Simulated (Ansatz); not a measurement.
# Relative stability

Two isomers of AlSiH6O (charge +1), closed shell, relaxed at PBE0-D4/def2-TZVP (vibrations not checked).

A:

O1  (-0.493, 0.613, -1.192)
Al2  (-0.097, 1.583, 0.078)
Si3  (0.821, -1.137, 1.053)
H4  (0.599, 0.436, 1.193)
H5  (-0.894, 0.712, -2.055)
H6  (-0.066, 3.001, 0.706)
H7  (1.712, -1.251, -0.112)
H8  (-0.547, -1.657, 0.891)
H9  (1.444, -1.342, 2.373)
(Å)

B:

Al1  (-0.634, -0.111, -1.743)
O2  (0.470, -0.225, -0.267)
Si3  (0.205, 0.209, 1.441)
H4  (-2.003, 0.477, -1.292)
H5  (0.168, -0.643, -2.968)
H6  (1.352, -0.584, -0.448)
H7  (1.251, 1.204, 1.727)
H8  (0.356, -1.064, 2.166)
H9  (-1.167, 0.737, 1.383)
(Å)

Program: Ansatz 0.2.0. Basis: def2-TZVPP. Cores are frozen in the correlated methods. B3LYP uses VWN-RPA correlation.

Problem. Which structure is lower at CCSD(T), and by how much? (Judge from chemistry; the value comes from the calculation.)

Solution. The calculation gives: B, by 17.12 kcal/mol (electronic energy, against the other). By their contacts, A is AlSiH₆O ([OH][AlH][H][SiH3]), total charge +1 and B is AlSiH₆O ([AlH2][OH][SiH3]), total charge +1.

All methods give the same order:

| method | E(B) − E(A) (kcal/mol) |
| --- | --- |
| PBE-D4 | -13.27 |
| r2SCAN-D4 | -14.43 |
| PBE0-D4 | -15.54 |
| B3LYP-D4 | -15.78 |
| wB97M-V | -17.12 |
| HF | -20.86 |
| MP2 | -17.05 |
| CCSD | -17.70 |
| CCSD(T) | -17.12 |

The T1 diagnostic stays at or below 0.013.

Labels in which every atom is bracketed show which atoms are joined, not bond orders.
